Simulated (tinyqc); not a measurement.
Pariser-Parr-Pople SCF with singles CI, for the molecule C=C1C=CC=C1 (SMILES; centres numbered as the heavy atoms are written), step by step. Computed by tinyqc, a small Python program that keeps every step. Settings: charge = 0, gamma = Ohno, start = huckel, damping = 0, iteration cap = 64, excitations kept = 9. Command: `OMP_NUM_THREADS=1 python tinyqc.py 31487 31488 out.jsonl` (the two numbers bound the seeds that draw the settings). One thread of a shared host (Intel(R) Xeon(R) Processor @ 2.60GHz), about 0.01 s of CPU time with the checks. Later iterations appear only in the table of the cycle.

## PPP integrals

Centres (angstrom, eV; a flat drawing with bonds scaled to 1.40 angstrom):
```
centre         x         y  core charge z         W  gamma_rr
1C       2.15900   0.00000              1  11.16000  11.13000
2C       0.75900   0.00000              1  11.16000  11.13000
3C      -0.06400   1.13300              1  11.16000  11.13000
4C      -1.39500   0.70000              1  11.16000  11.13000
5C      -1.39500  -0.70000              1  11.16000  11.13000
6C      -0.06400  -1.13300              1  11.16000  11.13000
```

Resonance integrals (eV):
```
i  j      beta
1  2  -2.39000
2  3  -2.39000
3  4  -2.39000
4  5  -2.39000
5  6  -2.39000
6  2  -2.39000
```

Ohno: gamma = 14.399645/sqrt(R^2 + a^2), a = 2 x 14.399645/(gamma_rr + gamma_ss); H_rr = -W_r - sum_(s != r) z_s gamma_rs; H_rs = beta for bonds.

repulsion gamma_rs (eV):
```
          1C        2C        3C        4C        5C        6C
1C  11.13000   7.55386   5.12341   3.74367   3.74367   5.12341
2C   7.55386  11.13000   7.55280   5.52057   5.52057   7.55280
3C   5.12341   7.55280  11.13000   7.55485   5.51987   5.51853
4C   3.74367   5.52057   7.55485  11.13000   7.55386   5.51987
5C   3.74367   5.52057   5.51987   7.55386  11.13000   7.55485
6C   5.12341   7.55280   5.51853   5.51987   7.55485  11.13000
```

core matrix H (eV):
```
           1C         2C         3C         4C         5C         6C
1C  -36.44802   -2.39000    0.00000    0.00000    0.00000    0.00000
2C   -2.39000  -44.86061   -2.39000    0.00000    0.00000   -2.39000
3C    0.00000   -2.39000  -42.42945   -2.39000    0.00000    0.00000
4C    0.00000    0.00000   -2.39000  -41.05282   -2.39000    0.00000
5C    0.00000    0.00000    0.00000   -2.39000  -41.05282   -2.39000
6C    0.00000   -2.39000    0.00000    0.00000   -2.39000  -42.42945
```

## Starting guess

pi electrons, sum of z_r less the charge = 6

Orbitals of the Hueckel matrix of the beta values.

P at the start:
```
          1C        2C        3C        4C        5C        6C
1C   0.62229   0.75863   0.21235  -0.30954  -0.30954   0.21235
2C   0.75863   1.04699   0.44910  -0.09719  -0.09719   0.44910
3C   0.21235   0.44910   1.09233   0.77794  -0.11649  -0.35488
4C  -0.30954  -0.09719   0.77794   1.07303   0.52024  -0.11649
5C  -0.30954  -0.09719  -0.11649   0.52024   1.07303   0.77794
6C   0.21235   0.44910  -0.35488  -0.11649   0.77794   1.09233
```

## Iteration 1: Fock matrix

F_rr = H_rr + P_rr gamma_rr / 2 + sum_(s != r) P_ss gamma_rs; F_rs = H_rs - P_rs gamma_rs / 2; E = tr P (H + F) / 2 + core repulsion sum_(r<s) z_r z_s gamma_rs.

F (eV):
```
          1C        2C        3C        4C        5C        6C
1C  -5.84912  -5.25531  -0.54397   0.57940   0.57940  -0.54397
2C  -5.25531  -5.98563  -4.08597   0.26827   0.26827  -4.08597
3C  -0.54397  -4.08597  -5.19707  -5.32859   0.32151   0.97921
4C   0.57940   0.26827  -5.32859  -4.58435  -4.35492   0.32151
5C   0.57940   0.26827   0.32151  -4.35492  -4.58435  -5.32859
6C  -0.54397  -4.08597   0.97921   0.32151  -5.32859  -5.19707
```

pi energy = -78.31471 eV

## Iteration 1: orbitals and new P

Diagonalise F (the basis is taken as orthonormal) and form P = 2 sum c c over the lowest orbitals.

orbital energies (eV): -14.49106  -10.85880  -9.58760  -2.53630  2.89428  3.18188

P after iteration 1:
```
          1C        2C        3C        4C        5C        6C
1C   0.77959   0.83384   0.17644  -0.31135  -0.31135   0.17644
2C   0.83384   1.01509   0.38613  -0.05612  -0.05612   0.38613
3C   0.17644   0.38613   1.08902   0.81556  -0.06937  -0.37669
4C  -0.31135  -0.05612   0.81556   1.01364   0.47934  -0.06937
5C  -0.31135  -0.05612  -0.06937   0.47934   1.01364   0.81556
6C   0.17644   0.38613  -0.37669  -0.06937   0.81556   1.08902
```

## Iteration 2: Fock matrix

As before.

F (eV):
```
          1C        2C        3C        4C        5C        6C
1C  -5.69328  -5.53935  -0.45199   0.58279   0.58279  -0.45199
2C  -5.53935  -5.68066  -3.84817   0.15490   0.15490  -3.84817
3C  -0.45199  -3.84817  -5.44529  -5.47073   0.19147   1.03938
4C   0.58279   0.15490  -5.47073  -4.99399  -4.20045   0.19147
5C   0.58279   0.15490   0.19147  -4.20045  -4.99399  -5.47073
6C  -0.45199  -3.84817   1.03938   0.19147  -5.47073  -5.44529
```

pi energy = -78.60136 eV

## Iteration 2: orbitals and new P

As before.

orbital energies (eV): -14.54953  -11.06717  -9.97612  -2.21561  2.69791  2.85803

P after iteration 2:
```
          1C        2C        3C        4C        5C        6C
1C   0.82328   0.85652   0.16740  -0.29925  -0.29925   0.16740
2C   0.85652   1.00142   0.36171  -0.04853  -0.04853   0.36171
3C   0.16740   0.36171   1.07738   0.83266  -0.06085  -0.37166
4C  -0.29925  -0.04853   0.83266   1.01027   0.45931  -0.06085
5C  -0.29925  -0.04853  -0.06085   0.45931   1.01027   0.83266
6C   0.16740   0.36171  -0.37166  -0.06085   0.83266   1.07738
```

## Convergence

Stop when output and input P, before any damping, agree to 1e-7.

Course of the cycle:
```
iteration       E (eV)  largest |P(out) - P(in)|
1          -78.3147121                  1.57e-01
2          -78.6013573                  4.37e-02
3          -78.6382993                  1.49e-02
4          -78.6461395                  6.28e-03
5          -78.6480416                  3.55e-03
6          -78.6485402                  2.00e-03
7          -78.6486777                  1.12e-03
8          -78.6487169                  6.27e-04
9          -78.6487284                  3.50e-04
10         -78.6487318                  1.95e-04
11         -78.6487328                  1.08e-04
12         -78.6487331                  6.00e-05
13         -78.6487332                  3.32e-05
14         -78.6487332                  1.84e-05
15         -78.6487332                  1.02e-05
16         -78.6487332                  5.62e-06
17         -78.6487332                  3.11e-06
18         -78.6487332                  1.72e-06
19         -78.6487332                  9.47e-07
20         -78.6487332                  5.23e-07
21         -78.6487332                  2.88e-07
22         -78.6487332                  1.59e-07
23         -78.6487332                  8.78e-08
```

Converged in 23 iterations.

## Converged orbitals

Charges are z - P_rr.

orbital energies (eV): -14.59895  -11.14270  -10.16860  -2.10888  2.53174  2.78728

coefficients:
```
        MO1       MO2       MO3       MO4       MO5       MO6
1C  0.33639   0.55769   0.00000   0.66828   0.00000  -0.35947
2C  0.53801   0.45802   0.00000  -0.31116   0.00000   0.63557
3C  0.40718  -0.10489   0.59617  -0.35589  -0.38024  -0.44333
4C  0.36455  -0.47812   0.38024   0.31879   0.59617   0.19204
5C  0.36455  -0.47812  -0.38024   0.31879  -0.59617   0.19204
6C  0.40718  -0.10489  -0.59617  -0.35589   0.38024  -0.44333
```

pi charges: 1C 0.15165, 2C 0.00153, 3C -0.06444, 4C -0.01215, 5C -0.01215, 6C -0.06444

## Singles CI, singlets

Over the 9 single excitations with the smallest orbital gaps: A = (e_a - e_i) delta + 2 (ia|jb) - (ij|ab), with (pq|rs) = sum c_mp c_mq gamma_mn c_nr c_ns. f = 2/3 w |mu|^2 in atomic units, mu = sqrt2 sum c_ia sum_m c_mi c_ma R_m.

singlet CI matrix (eV):
```
          3>4       2>4       1>4       3>5       3>6      2>5       2>6       1>5
3>4   2.60594   0.00000   0.00000   0.00000   0.14740  0.33805   0.00000  -0.23514
2>4   0.00000   4.95328  -0.23990  -0.60924   0.00000  0.00000  -0.03995   0.00000
1>4   0.00000  -0.23990   7.08425   0.26671   0.00000  0.00000  -0.01950   0.00000
3>5   0.00000  -0.60924   0.26671   7.10675   0.00000  0.00000  -0.48225   0.00000
3>6   0.14740   0.00000   0.00000   0.00000   7.25090  0.52363   0.00000  -0.19506
2>5   0.33805   0.00000   0.00000   0.00000   0.52363  8.06192   0.00000   0.69913
2>6   0.00000  -0.03995  -0.01950  -0.48225   0.00000  0.00000   8.22207   0.00000
1>5  -0.23514   0.00000   0.00000   0.00000  -0.19506  0.69913   0.00000  10.95322
1>6   0.00000   0.52626  -0.14493  -0.31875   0.00000  0.00000  -0.31466   0.00000

          1>6
3>4   0.00000
2>4   0.52626
1>4  -0.14493
3>5  -0.31875
3>6   0.00000
2>5   0.00000
2>6  -0.31466
1>5   0.00000
1>6  10.85651
```

singlet excitation energies (eV): 2.57334  4.74659  6.77667  6.93379  7.30472  8.24708  8.41945  10.97544  11.11776

oscillator strengths: 0.03549  0.74916  0.43446  0.09951  0.33000  0.39068  0.17578  0.00047  0.01817

## Singles CI, triplets

Over the 9 single excitations with the smallest orbital gaps: A = (e_a - e_i) delta - (ij|ab), with (pq|rs) = sum c_mp c_mq gamma_mn c_nr c_ns.

triplet CI matrix (eV):
```
          3>4       2>4       1>4       3>5       3>6      2>5       2>6       1>5
3>4   1.80400   0.00000   0.00000   0.00000  -0.85103  0.49059   0.00000  -0.82121
2>4   0.00000   2.27339  -0.74085   0.49059   0.00000  0.00000   0.28026   0.00000
1>4   0.00000  -0.74085   5.77249  -0.82121   0.00000  0.00000   1.11205   0.00000
3>5   0.00000   0.49059  -0.82121   5.21922   0.00000  0.00000   0.42103   0.00000
3>6  -0.85103   0.00000   0.00000   0.00000   5.92088  0.42103   0.00000  -0.78096
2>5   0.49059   0.00000   0.00000   0.00000   0.42103  7.04908   0.00000   1.29410
2>6   0.00000   0.28026   1.11205   0.42103   0.00000  0.00000   7.07033   0.00000
1>5  -0.82121   0.00000   0.00000   0.00000  -0.78096  1.29410   0.00000  10.28730
1>6   0.00000   1.11205  -0.04247  -0.78096   0.00000  0.00000  -0.73232   0.00000

          1>6
3>4   0.00000
2>4   1.11205
1>4  -0.04247
3>5  -0.78096
3>6   0.00000
2>5   0.00000
2>6  -0.73232
1>5   0.00000
1>6   9.99444
```

triplet excitation energies (eV): 1.43716  1.86573  4.24270  5.80096  6.22040  6.97728  7.56923  10.43181  10.84585
